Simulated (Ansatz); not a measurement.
Input file:

```yaml
crystal:
  periodic: [false, false, false]
  atoms:
    - {symbol: Br, position_ang: [0.000000, 0.000000, -1.865000]}
    - {symbol: H, position_ang: [0.000000, 0.000000, 0.128000]}
    - {symbol: S, position_ang: [0.000000, 0.000000, 1.737000]}
basis:
  gaussian: {orbitals: cc-pVDZ}
magnetization: {spin_polarized: false, initial_magnetization: 2}
correlation: {method: ccsd_t, electrons: outside_noble_gas}
output: {forces: true}
```

```sh
$ ansatz run in.yaml --threads 1 --pin off --events-out ev --progress --plain --max-ram 2393MiB
```

Log:

```
553 factors; integrals over basis functions are off by at most 1.6e-3 eV
mean field evaluation 1: about -80826.9429 eV, gradient 1.9e1 eV
mean field evaluation 2: about -80826.9437 eV, gradient 1.9e1 eV
mean field evaluation 4: about -80827.9577 eV, gradient 1.2e1 eV
mean field evaluation 8: about -80825.3878 eV, gradient 1.8e1 eV
mean field evaluation 16: about -80828.7376 eV, gradient 5.0e-4 eV
mean field evaluation 32: about -80828.7269 eV, gradient 3.2e-1 eV
mean field evaluation 64: about -80825.4025 eV, gradient 6.6e0 eV
mean field evaluation 96: about -80828.7376 eV, gradient 5.1e-3 eV
mean field evaluation 128: about -80828.9215 eV, gradient 3.4e-1 eV
mean field evaluation 160: about -80826.1070 eV, gradient 3.5e-6 eV
...
mean field -80829.06275594 eV, -2970.4132683744 hartree, gradient 3.5e-6 eV, S^2 2.000000; 20 other end points of the search recorded, 0 dependent functions left out
mean field evaluation 992: about -80829.3858 eV, gradient 1.5e0 eV
mean field evaluation 1024: about -80829.1136 eV, gradient 1.2e-1 eV
mean field evaluation 1056: about -80829.1211 eV, gradient 8.1e-2 eV
mean field evaluation 1088: about -80829.1212 eV, gradient 1.8e-3 eV
mean field evaluation 1120: about -80829.1211 eV, gradient 6.2e-2 eV
determinant -80829.06275594 eV, -2970.4132683744 hartree, with singles and doubles -80836.23853760 eV, -2970.6769734863 hartree
determinant -80828.91209486 eV, -2970.4077316815 hartree, with singles and doubles -80835.88456410 eV, -2970.6639652000 hartree
determinant -80828.88874394 eV, -2970.4068735513 hartree, with singles and doubles -80835.84854930 eV, -2970.6626416807 hartree
determinant -80828.73760032 eV, -2970.4013191256 hartree, with singles and doubles -80835.72381323 eV, -2970.6580577148 hartree
determinant -80826.10697406 eV, -2970.3046453936 hartree, with singles and doubles -80833.13552030 eV, -2970.5629397039 hartree
determinant -80825.98911838 eV, -2970.3003142775 hartree, with singles and doubles -80833.95849406 eV, -2970.5931834318 hartree
determinant -80829.06275594 eV, -2970.4132683744 hartree, with singles and doubles -80836.23911473 eV, -2970.6769946955 hartree
determinant -80828.91209486 eV, -2970.4077316815 hartree, with singles and doubles -80835.89372247 eV, -2970.6643017640 hartree
determinant -80828.88874394 eV, -2970.4068735513 hartree, with singles and doubles -80835.84867570 eV, -2970.6626463257 hartree
determinant -80828.73760032 eV, -2970.4013191256 hartree, with singles and doubles -80835.75470460 eV, -2970.6591929515 hartree
19 core orbitals not correlated: weight in the atoms' cores, before any rotation towards them, 1.000 or more for the frozen orbitals, at most 0.000 for the correlated occupied ones
reference -80829.06275594 eV, -2970.4132683744 hartree; 8, 6 occupied and 23, 25 virtual orbitals, 553 factors
second order -6.03141440 eV of doubles, -0.16197584 eV of singles
cycle   1  -7.17635446 eV  change    4.3e-6 eV  update   2.5e-6
cycle   2  -7.17635279 eV  change    1.7e-6 eV  update   1.3e-6
cycle   3  -7.17635216 eV  change    6.4e-7 eV  update   7.2e-7
cycle   4  -7.17635310 eV  change   -9.4e-7 eV  update   1.7e-7
cycle   5  -7.17635319 eV  change   -8.7e-8 eV  update   7.7e-8
perturbative correction -0.13777988 eV, -0.0050633173 hartree
the calculation of the forces begins
Total energy: -80836.37688901 eV, -2970.6820578071 hartree
Atom 0 at     0.000000     0.000000    -1.865000 Å, force    -0.000000     0.000000     0.534085 eV/Å
Atom 1 at     0.000000     0.000000     0.128000 Å, force    -0.000000     0.000000     1.651800 eV/Å
Atom 2 at     0.000000     0.000000     1.737000 Å, force     0.000000    -0.000000    -2.185885 eV/Å
Dipole moment:     0.000000    -0.000000     0.049304 e Å
```

Forces (eV/Å):
```
Br   0.000  0.000  0.534
H    0.000  0.000  1.652
S    0.000  0.000 -2.186
```

Ran on 1 thread of Intel Xeon Platinum 8488C, shared host: 20 s wall, 0.15 GiB peak host memory.
